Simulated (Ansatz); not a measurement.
**AlSiH3 (triplet): wave-function methods side by side at distance Al1–H4 along a hydrogen transfer = 2.064 Å, cc-pVDZ**

One table from this session's results is given with a row withheld; the runs are named, their logs left out.

Computed with Ansatz 0.2.0, Gaussian basis. Level: cc-pVDZ, core rule «outside noble gas», up to 10 orbitals frozen.

The runs, in order: UHF; CCSD(T) on ROHF; CCSD(T) on UHF; BCCD(T) on ROHF; CISD; CCSDT(Q) on ROHF; CCSDT(Q) on UHF; CASSCF and MRCISD+Q, 4 electrons in 4 orbitals; CASSCF and NEVPT2, 4 electrons in 4 orbitals.

15 further runs of the same task are left out: 9 for a known fault of the program, 1 for a mislabelled method, 5 that didn't finish.

### What is computed

The geometry derives from fragments relaxed apart (PBE0/def2-TZVP) and kept rigid, so it is no stationary point. A hydrogen atom is moved between rigid fragments.

5 atoms, charge 0, spin multiplicity 3.

Atoms are counted from 1 here; the program's logs count them from 0.

Bond lengths: Al1–H2 1.586 Å, Al1–H3 1.586 Å, H4–Si5 1.440 Å. Angles: H2–Al1–H3 120.0°.

As a file:

```xyz
5
AlH3Si
Al   -1.7024    0.0000    0.0000
H    -2.4953    1.3734    0.0000
H    -2.4953   -1.3734    0.0000
H     0.3616    0.0000    0.0000
Si    1.8016    0.0000    0.0000
```

The first run:

File in.yaml:

```yaml
crystal:
  periodic: [false, false, false]
  atoms:
    - {symbol: Al, position_ang: [-1.702394, 0.000000, 0.000000]}
    - {symbol: H, position_ang: [-2.495318, 1.373384, 0.000000]}
    - {symbol: H, position_ang: [-2.495318, -1.373384, 0.000000]}
    - {symbol: H, position_ang: [0.361606, 0.000000, 0.000000]}
    - {symbol: Si, position_ang: [1.801606, 0.000000, 0.000000]}
basis:
  gaussian: {orbitals: cc-pVDZ}
magnetization: {spin_polarized: true, initial_magnetization: 2}
hamiltonian: {xc: hf}
output: {orbitals: {seedname: orbitals}}
```

Command:

```
$ ansatz run in.yaml --threads 1 --pin off --events-out ev --progress --plain --max-ram 2393MiB
```

Steps of the session up to this table: UHF; CCSD(T) on ROHF; CCSD(T) on UHF; BCCD(T) on ROHF; CISD; CCSDT(Q) on ROHF; CCSDT(Q) on UHF; CASSCF and MRCISD+Q, 4 electrons in 4 orbitals; CASSCF and NEVPT2, 4 electrons in 4 orbitals.

One of the session's tables, all rows but one given; the rest of the session is left out.

```
       method  from UCCSDT(Q) (meV)
         ROHF               +5209.3
          UHF               +5058.1
         RMP2               +1313.9
         UMP2               +1337.1
         CISD                     ?
        RCCSD                +206.2
        UCCSD                +203.0
     RCCSD(T)                 +59.5
     UCCSD(T)                 +60.2
      BCCD(T)                 +61.2
       RCCSDT                 +12.5
       UCCSDT                 +12.3
    RCCSDT(Q)                  +2.4
    UCCSDT(Q)                     0
  CASSCF pair               +4794.8
  NEVPT2 pair               +1364.7
  MRCISD pair                +543.1
MRCISD+Q pair                 +43.1
```

Q: Estimate the row for CISD from the others.

As computed: from UCCSDT(Q) (meV): +605.5. In the column «from UCCSDT(Q) (meV)» it lies between MRCISD pair (+543.1) and RMP2 (+1313.9).

Limits of these values: Restricted and unrestricted rows rest on different reference determinants; where their highest levels disagree by more than a few hundredths of an eV, they describe different states and don't form one ladder.
